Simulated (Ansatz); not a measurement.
Input file:

```yaml
crystal:
  periodic: [false, false, false]
  atoms:
    - {symbol: N, position_ang: [-1.769264, 0.019973, -0.019236]}
    - {symbol: H, position_ang: [-2.066543, 0.987807, -0.019236]}
    - {symbol: H, position_ang: [-2.066543, -0.382326, 0.861023]}
    - {symbol: H, position_ang: [-0.620264, 0.019973, -0.019236]}
    - {symbol: Si, position_ang: [1.002736, 0.019973, -0.019236]}
    - {symbol: H, position_ang: [1.399171, -1.459540, -0.019236]}
basis:
  gaussian: {orbitals: cc-pVDZ}
magnetization: {spin_polarized: false, initial_magnetization: 1}
correlation: {method: ccsdt_q, electrons: outside_noble_gas}
```

```sh
$ ansatz run in.yaml --threads 1 --pin off --events-out ev --progress --plain --max-ram 2393MiB
```

Log:

```
996 factors; integrals over basis functions are off by at most 1.8e-7 eV
mean field evaluation 1: about -9400.2226 eV, gradient 3.1e1 eV
mean field evaluation 2: about -9400.2235 eV, gradient 3.1e1 eV
mean field evaluation 4: about -9402.8189 eV, gradient 2.4e0 eV
mean field evaluation 8: about -9402.8610 eV, gradient 7.7e-2 eV
mean field evaluation 16: about -9403.3427 eV, gradient 1.3e-1 eV
mean field evaluation 32: about -9402.8598 eV, gradient 2.9e-2 eV
mean field evaluation 64: about -9403.0439 eV, gradient 3.0e0 eV
mean field evaluation 96: about -9402.8598 eV, gradient 7.2e-3 eV
mean field evaluation 128: about -9399.9560 eV, gradient 2.0e-3 eV
mean field evaluation 160: about -9399.0242 eV, gradient 3.7e-2 eV
...
cycle  27  -8.71040286 eV  change   -6.0e-6 eV  update   1.3e-5
cycle  28  -8.71040615 eV  change   -3.3e-6 eV  update   1.0e-5
cycle  29  -8.71040621 eV  change   -5.7e-8 eV  update   7.9e-6
cycle  30  -8.71040613 eV  change    7.8e-8 eV  update   6.3e-6
cycle  31  -8.71040607 eV  change    5.8e-8 eV  update   5.1e-6
cycle  32  -8.71040657 eV  change   -5.0e-7 eV  update   4.1e-6
cycle  33  -8.71040739 eV  change   -8.3e-7 eV  update   3.3e-6
cycle  34  -8.71040768 eV  change   -2.8e-7 eV  update   2.6e-6
cycle  35  -8.71040741 eV  change    2.6e-7 eV  update   1.9e-6
cycle  36  -8.71040693 eV  change    4.8e-7 eV  update   1.3e-6
perturbative correction -0.01796967 eV, -0.0006603732 hartree
Total energy: -9412.07102948 eV, -345.8872306023 hartree
```

For the same geometry and basis UCCSDT(Q) lies 0.7 meV lower.

Ran on 1 thread of Arm Neoverse V1, shared host: 4.7 min wall, 1.1 GiB peak host memory.
